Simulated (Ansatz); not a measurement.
C$_{3}$H$_{3}$FS (`FCC=C=S`), one more setting.

```yaml
crystal:
  periodic: [false, false, false]
  atoms:
    - {symbol: F, position_ang: [-0.949726, 1.703291, 0.354866]}
    - {symbol: C, position_ang: [-0.094947, 0.666361, 0.696113]}
    - {symbol: C, position_ang: [-0.333097, -0.522648, -0.171901]}
    - {symbol: C, position_ang: [0.526822, -0.910328, -1.076724]}
    - {symbol: S, position_ang: [1.565441, -1.365818, -2.130725]}
    - {symbol: H, position_ang: [-0.291870, 0.422561, 1.743947]}
    - {symbol: H, position_ang: [0.930567, 1.026412, 0.593763]}
    - {symbol: H, position_ang: [-1.260990, -1.076831, -0.065239]}
basis:
  gaussian: {orbitals: "6-31++G**"}
hamiltonian: {xc: {name: r2SCAN}, dispersion: d3bjatm, pseudopotentials: {relativity: scalar}}
```

```sh
$ ansatz run in.yaml --threads 2 --pin off --events-out ev --progress --plain --max-ram 4352MiB
```

Output, abridged:

```
Functional definition: r2SCAN
1153 factors; their error is unknown
mean field evaluation 1: about -16716.4287 eV, gradient 8.7e1 eV
mean field evaluation 2: about -16590.9927 eV, gradient 2.0e2 eV
mean field evaluation 4: about -16736.0589 eV, gradient 9.0e0 eV
mean field evaluation 8: about -16736.2514 eV, gradient 8.8e-2 eV
mean field evaluation 16: about -16736.1863 eV, gradient 9.3e-5 eV
mean field -16736.18627492 eV, -615.0435014089 hartree, gradient 1.9e-5 eV, S^2 0.000000; 0 other end points of the search recorded, 0 dependent functions left out
reference -16736.18630095 eV, -615.0435023653 hartree; 23, 23 occupied and 94, 94 virtual orbitals, 1153 factors
Total energy: -16736.23064917 eV, -615.0451321326 hartree
Relativity: scalar
```

Run time 1.9 s (2 threads of an Intel Xeon Platinum 8488C on a shared host); peak host memory 0.19 GiB.
